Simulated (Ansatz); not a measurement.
**SiH₃F: one structure at several levels**

The task here is to estimate one member of a computed series from the others.

Program: Ansatz 0.2.0, Gaussian basis. Level of theory: single points in def2-TZVPP. These are calculated values, not measurements.

Cores are frozen in the correlated methods.

### The starting structure

SMILES `F[SiH3]`, 5 atoms, charge 0, spin multiplicity 1.

Atoms are counted from 1 here; the program's logs count them from 0.

Bond lengths: F1–Si2 1.648 Å, Si2–H3 1.511 Å, Si2–H4 1.503 Å, Si2–H5 1.506 Å. Angles: F1–Si2–H3 106.0°, F1–Si2–H4 104.1°, F1–Si2–H5 104.5°, H3–Si2–H4 114.3°, H3–Si2–H5 112.8°, H4–Si2–H5 113.8°.

As a file:

```mol
FH3Si
  3D, bonds by distance, orders not assigned

  5  4  0  0  0  0  0  0  0  0999 V2000
   -1.2670    0.1467    0.8572 F   0  0
    0.0913   -0.0222   -0.0613 Si  0  0
   -0.3854   -0.1676   -1.4873 H   0  0
    0.7605   -1.2477    0.4959 H   0  0
    0.8629    1.2507    0.1700 H   0  0
  1  2  8  0
  2  3  8  0
  2  4  8  0
  2  5  8  0
M  END
```

Set-up of the first run:

Contents of run/in.yaml:

```yaml
crystal:
  periodic: [false, false, false]
  atoms:
    - {symbol: F, position_ang: [-1.267000, 0.146700, 0.857200]}
    - {symbol: Si, position_ang: [0.091300, -0.022200, -0.061300]}
    - {symbol: H, position_ang: [-0.385400, -0.167600, -1.487300]}
    - {symbol: H, position_ang: [0.760500, -1.247700, 0.495900]}
    - {symbol: H, position_ang: [0.862900, 1.250700, 0.170000]}
basis:
  gaussian: {orbitals: def2-TZVPP}
correlation: {method: ccsd_t}
output: {forces: true}
```

No record of the launch command was kept for these runs.

Among the steps run: CCSD(T)/def2-TZVPP; PBE0-D4/def2-TZVPP; wB97M-V/def2-TZVPP; r2SCAN-D4/def2-TZVPP; PBE-D4/def2-TZVPP; revPBE-D4/def2-TZVPP; BLYP-D4/def2-TZVPP.

One table of the session follows, with a row left open; its other results are not shown here.

| method | RMS force component (eV/Å) | angle to CCSD(T) forces (°) | dipole (D) |
| --- | --- | --- | --- |
| CCSD(T) | 0.595 | reference | 1.74 |
| PBE0-D4 | 0.572 | 5.3 | 1.74 |
| wB97M-V | ? | ? | ? |
| r2SCAN-D4 | 0.568 | 4.1 | 1.66 |
| PBE-D4 | 0.381 | 12.7 | 1.61 |
| revPBE-D4 | 0.340 | 16.8 | 1.58 |
| BLYP-D4 | 0.351 | 13.0 | 1.64 |

Estimate the missing values for wB97M-V.

As computed: RMS force component (eV/Å): 0.553; angle to CCSD(T) forces (°): 5.3; dipole (D): 1.72. In the column «RMS force component (eV/Å)» it lies between PBE-D4 (0.381) and r2SCAN-D4 (0.568).
